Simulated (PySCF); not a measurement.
## The first ionisation energy along group 15

Calculated with PySCF 2.14 from differences of total energies of unrestricted determinants, without spin-orbit coupling. Values in eV. The last column holds reference values (NIST; (s) semi-empirical, (t) theoretical, else measured). Unmarked ones compare directly (S terms, centres of terms, or small fine structure); those marked * lie between the lowest fine-structure levels and include a spin-orbit shift.

```json
{"element": "N (6-31G*, non-relativistic)", "configurations": "[He] 2s2 2p3 → [He] 2s2 2p2", "BP86": "14.742", "MN15": "14.557", "SCS-MP2 (valence)": "14.215", "CCSD (valence)": "14.267", "CCSD(T) (valence)": "14.264", "TPSS": "14.642", "reference": "14.545"}
{"element": "P (6-31G*, non-relativistic)", "configurations": "[Ne] 3s2 3p3 → [Ne] 3s2 3p2", "BP86": "10.525", "MN15": "10.438", "SCS-MP2 (valence)": "10.070", "CCSD (valence)": "10.098", "CCSD(T) (valence)": "10.101", "TPSS": "10.499", "reference": "10.526"}
{"element": "As (6-31G*, non-relativistic)", "configurations": "[Ar] 3d10 4s2 4p3 → [Ar] 3d10 4s2 4p2", "BP86": "10.008", "MN15": "10.009", "SCS-MP2 (valence)": "9.657", "CCSD (valence)": "9.714", "CCSD(T) (valence)": "9.718", "TPSS": "9.974", "reference": "10.008"}
```

**Question.** Which of these methods has the smallest mean absolute error against the measured values here?

**Answer.** MN15, with 0.034 eV.

| method | elements | mean error (eV) | mean absolute error (eV) | largest error (eV) |
| --- | --- | --- | --- | --- |
| BP86 | 3 | 0.065 | 0.066 | 0.197 |
| MN15 | 3 | -0.025 | 0.034 | -0.088 |
| SCS-MP2 (valence) | 3 | -0.379 | 0.379 | -0.456 |
| CCSD (valence) | 3 | -0.333 | 0.333 | -0.428 |
| CCSD(T) (valence) | 3 | -0.332 | 0.332 | -0.424 |
| TPSS | 3 | 0.012 | 0.052 | 0.097 |

Errors include the incompleteness of the basis and the frozen core.

"Valence" correlates the outer s and p shells and, in groups 3 to 12 and the f block, the outer d or f shell, open or full, or the next shell where the ion has no valence electron left; the wider scheme adds the next inner shell.
